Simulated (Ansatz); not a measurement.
H5OSi2, SMILES `O[SiH][SiH3]` radical, relaxed with UKS PBE-D4/def2-SVP in Ansatz from a rough embedded geometry. The force threshold is 0.03 eV/Å; the program also tests the step.

Total charge 0; spin multiplicity 2.

Start:

```xyz
8

O     1.187    1.363   -1.068
Si   -0.011    0.270   -1.190
Si   -0.389   -0.745    0.837
H     1.996    1.084   -0.717
H    -1.224    0.984   -1.691
H    -1.457   -1.813    0.674
H    -0.899    0.234    1.855
H     0.797   -1.377    1.301
```

**Question.** By how much does the energy fall, and how many steps does the optimiser take? (Best estimate.)

**Answer.** Ansatz gave: 23.28 kJ/mol, in 7 steps.

**Question.** Which bonds change most? (Best estimate.)

**Answer.** Computed: Si3–H8 from 1.422 to 1.507 Å; O1–Si2 from 1.626 to 1.696 Å; Si2–Si3 from 2.298 to 2.363 Å; O1–H4 from 0.925 to 0.974 Å.

**Question.** Give the relaxed structure. (An estimate is asked.)

**Answer.** Computed: 
```xyz
8

O     1.206    1.445   -1.138
Si   -0.004    0.259   -1.211
Si   -0.444   -0.763    0.874
H     2.050    1.129   -0.770
H    -1.212    0.992   -1.740
H    -1.498   -1.820    0.669
H    -0.912    0.191    1.947
H     0.813   -1.432    1.369
```
